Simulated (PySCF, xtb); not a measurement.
HS, SMILES [SH], multiplicity 2.

Geometry optimised at B3LYP-D3(BJ)/def2-TZVPD.

These are IEF-PCM-ωB97X/def2-TZVPD in PySCF values and carry that method's errors.

The values are the electrostatic part of the solvation free energy, E(continuum) − E(gas) at the gas-phase geometry, in a cavity of scaled van der Waals radii (PySCF's table); cavitation and dispersion terms are not included. The dipole moment in vacuum is 0.82 D.

| solvent | ε | ΔG(elec) (kcal/mol) | dipole (D) |
|---|---|---|---|
| water | 78.36 | -2.0 | 1.16 |
| N,N-dimethylformamide | 37.22 | -2.0 | 1.15 |
| ethanol | 24.85 | -1.9 | 1.15 |

For comparison, GFN2-xTB/ALPB(water) (xtb, at the GFN2-xTB geometry, all terms of that model) gives 0.2 kcal/mol.
